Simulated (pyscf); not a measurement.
**Four-centre exchange: H₂Se (SMILES [SeH2]) + Cl–Si(Cl)(Cl)–Cl (SMILES Cl[Si](Cl)(Cl)Cl) → Cl–Si(Cl)(Cl)–SeH (SMILES Cl[Si](Cl)(Cl)[SeH]) + HCl (SMILES Cl)**

Gas phase, singlet surface, charge 0. Bonds broken: Se1–H2, Cl4–Si5. Bonds formed: Se1–Si5, H2–Cl4. Structures and frequencies: ωB97X-D3(BJ)/def2-SVP in PySCF.

Transition state (Å):

```xyz
8

Se    -0.1308     1.6578     0.3388
H     -0.0375     0.9313    -1.1043
H      1.2358     1.3866     0.8003
Cl    -0.6613    -0.5599    -1.6710
Si    -0.7988    -0.6145     0.7742
Cl     0.6554    -2.0584     0.7310
Cl    -2.7753    -1.1008     0.5877
Cl    -0.7582    -0.2331     2.8459
```

One imaginary mode, 787i cm⁻¹; descent along it reached the two sides named.

```tsv
bond	change	reactant side (Å)	saddle	product side
Se1–H2	breaks	1.467	1.618	2.7
Cl4–Si5	breaks	2.025	2.450	3.9
Se1–Si5	forms	3.9	2.408	2.248
H2–Cl4	forms	4.8	1.713	1.288
```

Electronic energies relative to the separated reactants (kJ/mol):

```
level                   barrier  reaction energy  reverse barrier
----------------------  -------  ---------------  ---------------
ωB97X-D3(BJ)/def2-TZVP    154.8            +25.6            129.2
PBE/def2-TZVP             141.0            +31.4            109.6
r²SCAN/def2-TZVP          154.2            +35.4            118.8
B3LYP-D3(BJ)/def2-TZVP    159.8            +32.3            127.5
PBE0-D3(BJ)/def2-TZVP     146.6            +29.5            117.1
M06-2X/def2-TZVP          175.2            +35.2            140.0
ωB97M-D3(BJ)/def2-TZVP    178.8            +36.7            142.1
HF/def2-TZVP              281.8            +44.3            237.5
```

With ωB97M-D3(BJ)/def2-TZVP energies and thermal terms (ideal gas, 1 atm, RRHO with modes under 100 cm⁻¹ raised to 100, one conformer, R ln 2 for chiral ones without a mode under 150 cm⁻¹), in kJ/mol:

| T (K) | ΔH‡ | ΔG‡ | ΔH | ΔG |
|---|---|---|---|---|
| 298 | 175.5 | 217.5 | +38.1 | +33.5 |
| 600 | 178.0 | 259.2 | +40.3 | +27.9 |
| 900 | 181.3 | 299.1 | +41.9 | +21.3 |
| 1200 | 184.6 | 337.8 | +43.2 | +14.2 |

One saddle was located; it need not be the lowest between these sides. Elements up to Kr have no core potential and no relativistic terms here.
